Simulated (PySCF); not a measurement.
An EPR job on `O[C]1C=CC1` [radical].

Method: UKS B3LYP, pcH-1 on C H O, non-relativistic, mean-field spin-orbit, GIAO (PySCF 2.14.0). Geometry: GFN2-xTB. A driver script takes a list of jobs; this job's settings line and coordinates (Å) are shown.

Command:
```bash
OMP_NUM_THREADS=1 python probes_run.py task.json out
```

Input:
```
{"job": {"kind": "epr", "basis": "pcH-1"}, "charge": 0, "multiplicity": 2}
O     -2.041514    -0.029056     0.195481
C     -0.702051     0.052047     0.079944
C      0.282333     1.017170     0.226053
C      1.302884     0.130243    -0.100435
C      0.314018    -1.006556    -0.289003
H     -2.403146     0.828307     0.450739
H      0.261958     2.059256     0.492044
H      2.365308     0.187733    -0.191386
H      0.229315    -1.401151    -1.300304
H      0.399778    -1.833338     0.414340
```

Question: What does the run print?

Answer: 
```
UKS, coarse grid
  cycle   1  E = -230.48217832  |g| = 4.48e-01
  cycle   2  E = -230.42550564  |g| = 6.11e-01
  cycle   3  E = -230.56032084  |g| = 6.95e-02
  cycle   4  E = -230.56209237  |g| = 3.28e-02
  cycle   5  E = -230.56265498  |g| = 7.82e-03
  cycle   6  E = -230.56269865  |g| = 6.00e-03
  cycle   7  E = -230.56272591  |g| = 2.30e-03
  cycle   8  E = -230.56273104  |g| = 9.31e-04
UKS, final grid
  cycle   1  E = -230.56271902  |g| = 1.35e-03
  cycle   2  E = -230.56271773  |g| = 2.11e-03
  cycle   3  E = -230.56271991  |g| = 1.86e-04
  cycle   4  E = -230.56271993  |g| = 3.94e-05
  cycle   5  E = -230.56271993  |g| = 3.88e-05
  cycle   6  E = -230.56271993  |g| = 7.03e-06
E = -230.56271993 Eh   <S^2> = 0.7720 (exact 0.7500)
g shifts (ppm)      1          2          3
  rmc          -178       -178       -178
  gc             -3         41         29
  oz_so         -33        847       1262
  total        -213        710       1113
hyperfine (MHz)  atom isotope    a_iso     a_fc   dipolar eigenvalues
    0   17O     -14.11     -14.11    -42.34     20.32     22.02
    1   13C      59.37      59.37    -46.80    -45.37     92.17
    2   13C     -44.87     -44.87    -23.22     10.29     12.93
    3   13C      66.99      66.99    -57.30    -55.45    112.75
    4   13C     -28.91     -28.91     -2.35      0.56      1.79
    5    1H      -7.30      -7.30     -8.60     -5.95     14.55
    6    1H       8.26       8.26     -4.13      0.86      3.27
    7    1H     -51.51     -51.51    -28.98      1.01     27.97
    8    1H      14.49      14.49     -5.75     -0.67      6.42
    9    1H      14.50      14.50     -5.76     -0.67      6.43
```

rmc, gc and oz_so are the mass-correction, gauge-correction and orbital-Zeeman/spin–orbit parts of the g shift along its three principal axes; a_iso is the isotropic hyperfine coupling and a_fc its Fermi-contact part. Atoms in this output count from 0.

Question: How far is ⟨S²⟩ from the pure-spin value?

Answer: S = 0.5 gives S(S+1) = 0.75; the run has 0.7720, 0.0220 more.

Main results: ⟨S²⟩ 0.772; g_iso 2.0029.

Geometry: GFN2-xTB, one conformer, isolated molecule.

On Intel Xeon at 2.70 GHz, one thread (shared host), this took 28 s wall (with the writing of density and orbital grids) and 0.69 GiB of memory at its peak.
Labels such as C1 count atoms from 1, the log's own numbers from 0.
